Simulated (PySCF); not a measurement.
Species: C3H4F2O.
Cartesian coordinates in Å at the PBE0-D3(BJ)/def2-SVP level; atoms count from 1:
```
atom  x, y, z in Å
C1    -1.5731   -0.1291    0.2668
O2    -0.3957   -0.7143   -0.2657
C3     0.6150    0.1107   -0.4880
F4     0.3420    1.1324   -1.3029
C5     1.8498   -0.0282   -0.0018
F6     2.1552   -1.0105    0.8409
H7    -2.2827   -0.9483    0.4313
H8    -1.3612    0.3701    1.2271
H9    -2.0096    0.5974   -0.4355
H10    2.6731    0.6255   -0.2919
```

Theory: EOM-IP-CCSD/aug-cc-pVDZ in PySCF, restricted Hartree–Fock reference, 6 core orbitals frozen, non-relativistic, gas phase, PBE0-D3(BJ)/def2-SVP geometry.

Hartree–Fock orbital energies give these Koopmans values (eV): HOMO 9.88, HOMO-1 13.53, HOMO-2 14.68, HOMO-3 15.94, HOMO-4 17.28, HOMO-5 17.71, HOMO-6 18.14, HOMO-7 18.88.

**Question.** What vertical ionisation energies does EOM-IP-CCSD give?

**Answer.** 
| leading hole (HF orbital) | Koopmans (eV) | EOM-IP-CCSD (eV) | change (eV) | one-hole share |
| --- | --- | --- | --- | --- |
| HOMO | 9.88 | 9.39 | -0.49 | 0.96 |
| HOMO-1 | 13.53 | 11.80 | -1.73 | 0.95 |
| HOMO-2 | 14.68 | 13.23 | -1.45 | 0.95 |
| HOMO-3 | 15.94 | 14.06 | -1.88 | 0.95 |
| HOMO-4 | 17.28 | 15.29 | -1.99 | 0.95 |
| HOMO-5 | 17.71 | 15.69 | -2.02 | 0.95 |
| HOMO-6 | 18.14 | 16.16 | -1.98 | 0.95 |
| HOMO-7 | 18.88 | 16.17 | -2.71 | 0.94 |

**Question.** Does the order of the lines follow the orbital energies?

**Answer.** Yes, no two lines change places. The corrections run from -2.71 to -0.49 eV, with a mean of -1.78 eV over the 8 lines; no line lies above its Koopmans value.

**Question.** At what kinetic energies would He I light (21.22 eV) eject these electrons?

**Answer.** 11.83 eV (HOMO), 9.42 eV (HOMO-1), 7.99 eV (HOMO-2), 7.16 eV (HOMO-3), 5.93 eV (HOMO-4), 5.53 eV (HOMO-5), 5.06 eV (HOMO-6), 5.05 eV (HOMO-7).

Lines less than 0.15 eV apart could change places at a higher level. One root was sought for each valence orbital with −ε under 21 eV, eight at most, so deeper holes and satellites are missing; no vibrational structure.

One conformer stands for the species.
